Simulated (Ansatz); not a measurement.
# AlNaH₂ (triplet): the correlation ladder, def2-QZVPP

One table from this session's results is given with a row withheld; the runs are named, their logs left out.

Program: Ansatz 0.2.0, Gaussian basis. Level of theory: def2-QZVPP, core rule «outside noble gas», up to 10 orbitals frozen. These are calculated values, not measurements.

Plan: UHF; ROHF; CCSD(T) on UHF.

2 further runs of the same task are left out: 2 set aside as unsound or not needed.

## The geometry

The geometry is a PBE0/def2-TZVP stationary point (not a proven minimum) of the parent state, kept for this charge and spin.

4 atoms, charge 0, spin multiplicity 3.

Atoms are counted from 1 here; the program's logs count them from 0.

Bond lengths: Al1–H3 1.618 Å, Al1–H4 1.618 Å. Angles: H3–Al1–H4 108.1°.

Set-up of the first run:

in.yaml

```yaml
crystal:
  periodic: [false, false, false]
  atoms:
    - {symbol: Al, position_ang: [0.000000, 0.000000, 1.246916]}
    - {symbol: Na, position_ang: [0.000000, 0.000000, -1.656035]}
    - {symbol: H, position_ang: [0.000000, 1.310474, 2.196633]}
    - {symbol: H, position_ang: [0.000000, -1.310474, 2.196633]}
basis:
  gaussian: {orbitals: "def2-QZVPP.json"}
magnetization: {spin_polarized: true, initial_magnetization: 2}
hamiltonian: {xc: hf}
output: {orbitals: {seedname: orbitals}}
```

On the command line:

```sh
> ansatz run in.yaml --threads 1 --pin off --events-out ev --progress --plain --max-ram 2393MiB
```

Among the steps run: UHF; ROHF; CCSD(T) on UHF.

One table of the session follows, with a row left open; its other results are not shown here.

| method | from UCCSD(T) (kJ/mol) |
| --- | --- |
| ROHF | +280.6 |
| UHF | ? |
| UMP2 | +61.0 |
| UCCSD | +7.8 |
| UCCSD(T) | 0 |

**Question.** Estimate the row for UHF.

As computed: from UCCSD(T) (kJ/mol): +278.5. In the column «from UCCSD(T) (kJ/mol)» it lies between UMP2 (+61.0) and ROHF (+280.6).
